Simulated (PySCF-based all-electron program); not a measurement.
# Force along the bond of SF, doublet

Calculated with an in-house all-electron program built on PySCF, in large uncontracted Gaussian sets near the basis limit; the spin-free Dirac equation, no spin–orbit coupling, spin-unrestricted, lowest state found (another of this spin can lie close). Forces are good to about 0.002 eV/Å. A positive force pushes the atoms apart.

| r (Å) | PBE (eV/Å) |
| --- | --- |
| 1.4364 | 8.808 |
| 1.596 | ? |
| 1.7556 | -2.664 |

Q: Fill in the missing PBE forces.

A: 1.596 Å: 0.746 eV/Å.

Q: Between which listed lengths does the PBE force vanish, and at which of the two is it smaller?

A: Between 1.596 and 1.756 Å. The force is smaller at 1.596 Å.
